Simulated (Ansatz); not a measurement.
This geometry of BFH2 + H2 (6 atoms, charge 0, multiplicity 1) is a first-order saddle point.

Method: RKS PBE0-D4/def2-SVP in Ansatz.

```xyz
6
Properties=species:S:1:pos:R:3
B 0.013 -0.233 0.021
F 0.011 0.063 1.623
H 1.061 0.110 -0.456
H -1.056 0.056 -0.448
H 0.046 -1.519 0.285
H 0.036 -1.003 1.239
```

(1) Which two structures does it join? (They come from a converged band through this point; their orientation in space is the band's.)

(2) How far does it lie above each of them?

Answers

(1) Bonds broken: B1–F2, H5–H6. Bonds formed: B1–H5, F2–H6. BFH2 + H2 becomes BH3 + FH.

Image 0:

```xyz
6
Properties=species:S:1:pos:R:3
B -0.009 0.450 0.025
F -0.019 0.904 1.262
H 1.064 0.296 -0.511
H -1.074 0.230 -0.504
H 0.080 -2.372 0.655
H 0.071 -2.034 1.337
```

Image 6:

```xyz
6
Properties=species:S:1:pos:R:3
B 0.014 -0.351 -0.216
F 0.010 -0.047 1.657
H 1.040 0.218 -0.502
H -1.045 0.156 -0.497
H 0.051 -1.562 -0.090
H 0.041 -0.939 1.912
```

(2) 34.5 kcal/mol above the first and 7.3 kcal/mol above the second. This is the barrier of this one path; another mechanism may lie lower. The orbitals stay closed-shell, which can raise the energy where a bond breaks towards radicals; this wasn't checked here.

Time of the run: 39 s on 1 thread of AMD EPYC 7R43 64-Core Processor (Zen 3) (shared host), peak memory 0.11 GiB.
